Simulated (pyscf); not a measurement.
HO–Bi(OH)–SH (SMILES [OH][Bi]([OH])[SH]) + H₂O (SMILES O) → HO–Bi(OH)–OH (SMILES [OH][Bi]([OH])[OH]) + H₂S (SMILES S), a four-centre exchange (singlet surface; Bi–S, H–O broken, Bi–O, H–S formed). Structures and frequencies: ωB97X-D3(BJ)/def2-SVP in PySCF. Energies in eV from the separated reactants.

Small-basis levels: PySCF, no dispersion term, spherical d functions. 

Problem. In single points HF/6-31G*+LANL2DZ puts the saddle at 1.04 eV and the reaction energy at +0.04 eV. Should these be trusted to within a few kcal/mol? Compare with ωB97M-D3(BJ)/def2-TZVP.

Solution. ωB97M-D3(BJ)/def2-TZVP gives ΔE‡ = 0.56 eV and ΔE = +0.29 eV. HF/6-31G*+LANL2DZ lies 0.48 eV over it in the barrier and 0.25 eV under it in the reaction energy, so on this step it does not hold to within 0.13 eV. ωB97M-D3(BJ)/def2-TZVP has limits of its own. On the reactant side the descent ends in a bound adduct, 0.50 eV under the separated species and 1.04 eV under the saddle at ωB97X-D3(BJ)/def2-TZVP. On the product side the descent ends in a bound adduct, 0.36 eV under the separated species and 0.45 eV under the saddle at ωB97X-D3(BJ)/def2-TZVP. This is the saddle that the search found; another between the same sides may lie lower. In the def2 sets elements past Kr carry core potentials, without spin-orbit coupling.
